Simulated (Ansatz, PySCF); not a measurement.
This PySCF input computes a PBE/def2-TZVPD energy:

```python
from pyscf import gto, scf, dft

mol = gto.M(
    atom='''
    Na   -0.00000000   -0.00000000   -1.52722632
    Na    0.00000000    0.00000000    1.52722632
    ''',
    basis='def2-tzvpd',
    charge=0,
    spin=0,
    verbose=4,
)

mf = dft.RKS(mol, xc='pbe').density_fit(auxbasis='def2-universal-jkfit')
mf.grids.level = 3
mf.conv_tol = 1e-9
mf.max_cycle = 100
mf.max_memory = 1500
mf.kernel()
if not mf.converged:
    mf = mf.newton()
    mf.kernel(mf.make_rdm1())
mf.analyze()
```

### Question
Write an input for the same energy in Ansatz (a quantum-chemistry and plane-wave program) and say what it gives.

### Answer

Ansatz 0.2 input:
```yaml
crystal:
  periodic: [false, false, false]
  atoms:
    - {symbol: Na, position_ang: [-0.00000000, -0.00000000, -1.52722632]}
    - {symbol: Na, position_ang: [0.00000000, 0.00000000, 1.52722632]}
basis:
  gaussian:
    orbitals: def2-TZVPD
hamiltonian:
  xc: {name: PBE}
output: {forces: true}
```
It gives -324.34937 Eh, and PySCF -324.34940 Eh, a difference of 0.03 mEh, from the treatment of integrals and grids.
